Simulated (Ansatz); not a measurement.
Property card for NbAu2

Level of theory: DFT PBEsol, scalar-relativistic, plane waves, PAW (Ansatz).

Settings: cutoff 420 eV, Γ-centred mesh 12×12×16 on the computed 3-atom cell, Gaussian smearing of 0.10 eV; no spin polarisation.

The structure is relaxed at this level of theory with its symmetry kept. Whether it is the stable form of this composition wasn't checked.

Space group P6/mmm (No. 191). a = 4.622 Å, b = 4.622 Å, c = 2.728 Å, α = 90.00°, β = 90.00°, γ = 120.00°
```tsv
atom	site	symmetry	x	y	z
Nb	1a	6/mmm	0.0000	0.0000	0.0000
Au	2d	-6m2	0.3333	0.6667	0.5000
```

| Item | Value |
| --- | --- |
| Space group | P6/mmm (No. 191) |
| Volume per atom | 113.5 bohr³ |
| Formation energy from the elements' standard states (uncorrected) | -0.200 eV/atom |
| Kohn–Sham band gap | none (metal) |
| Density of states at the Fermi level | 0.88 states/eV per cell |
| Löwdin character within 0.5 eV of the Fermi level | Nb 4d 74 %, Au 5d 15 %, unprojected 7 % |
| Bulk modulus | 206 GPa |
| Its pressure derivative | 5.1 |
| Bader charges (e) | Nb (1 in the cell) 1.14, Au (2 in the cell) -0.57 |

Spin-orbit coupling is left out, which matters for the bands of heavy elements.

Cost: 9 runs of about 5.2 core-minutes in all, on Arm Neoverse V2 (shared hosts).